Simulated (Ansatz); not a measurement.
Start from `C#CC(=O)O` and change one atom or group to get `O=C(O)CS`.

Ansatz, PBE0-D4/def2-TZVP geometries, multiplicity 1. Each molecule was computed in one conformer, which needn't be the lowest.

```tsv
property	`C#CC(=O)O`
HOMO–LUMO gap (ωB97M-V/def2-TZVPP) / eV	11.54
LUMO energy (ωB97M-V/def2-TZVPP) / eV	0.70
ideal-gas entropy at 298 K and 1 bar (rigid rotor, harmonic PBE0-D4/def2-TZVP) / J/(mol·K)	294
LUMO energy (PBE/def2-TZVPP) / eV	-2.49
size of the dipole moment (ωB97M-V/def2-TZVPP) / D	1.70
HOMO energy (B3LYP/def2-TZVPP) / eV	-8.21
```

Give the same properties after the change, and the shifts. (Best estimate.)

The calculation gave: 
```tsv
property	`O=C(O)CS`	shift
HOMO–LUMO gap (ωB97M-V/def2-TZVPP) / eV	11.16	-0.38
LUMO energy (ωB97M-V/def2-TZVPP) / eV	1.72	1.02
ideal-gas entropy at 298 K and 1 bar (rigid rotor, harmonic PBE0-D4/def2-TZVP) / J/(mol·K)	323	29
LUMO energy (PBE/def2-TZVPP) / eV	-1.57	0.92
size of the dipole moment (ωB97M-V/def2-TZVPP) / D	2.10	0.40
HOMO energy (B3LYP/def2-TZVPP) / eV	-6.96	1.25
```

With PBE0 the HOMO rises by 1.28 eV and the LUMO rises by 1.04 eV, so the gap narrows by about 0.24 eV. PBE moves the HOMO by 1.02 eV and ωB97M-V by 1.39 eV. The zero-point energy changes by 49.4 kJ/mol with +6 modes. Dipoles are sizes alone; their direction can turn.

B3LYP here is the variant with VWN-RPA as its local correlation; programs differ in this.
